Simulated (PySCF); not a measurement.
Compound: C2H3F.
Structure used (GFN2-xTB), in Å, numbered top down from 1:
```
atom  x, y, z in Å
C1     0.6896   -0.1172   -0.0374
C2    -0.6165    0.0270   -0.0022
F3    -1.1954    1.1666    0.4061
H4     1.1284   -1.0391   -0.3674
H5     1.3491    0.6779    0.2618
H6    -1.3520   -0.7132   -0.2826
```

The species is `C=CF` (C2H3F).

Hirshfeld charges (e) from the PBE0/pcSseg-1 density (PySCF), one withheld:

```csv
atom,bonded to,charge
C1,C2 H4 H5,-0.1290
C2,C1 F3 H6,+0.0476
F3,C2,?
H4,C1,+0.0568
H5,C1,+0.0540
H6,C2,+0.0615
```

Task: What is the charge on F3?

Result: The charges add up to the total charge, 0. The others sum to +0.0909, which leaves -0.0909 e for F3 (vinyl fluorine).

Task: Add each hydrogen's charge to the atom that carries it.

Result: C1 -0.0182, C2 +0.1091. Atoms without hydrogen keep their charges.

Task: Across which bond do the charges differ most?

Result: H4–C1: +0.0568 on H4 against -0.1290 on C1, a difference of 0.1858 e. The lower charge is on the more electronegative element of the two (Pauling values: C 2.55, H 2.20).

Task: Take the bonds between elements whose Pauling electronegativities differ by more than 0.25. In how many does the more electronegative atom carry the lower charge?

Result: In 4 of 4.

Task: How much positive and how much negative charge does this set hold in all?

Result: +0.2199 e on 4 atoms and -0.2199 e on 2.

The Hirshfeld scheme weights the molecular density at each point by an atom's share of the summed free-atom densities. Isolated species at its GFN2-xTB geometry, gas phase.
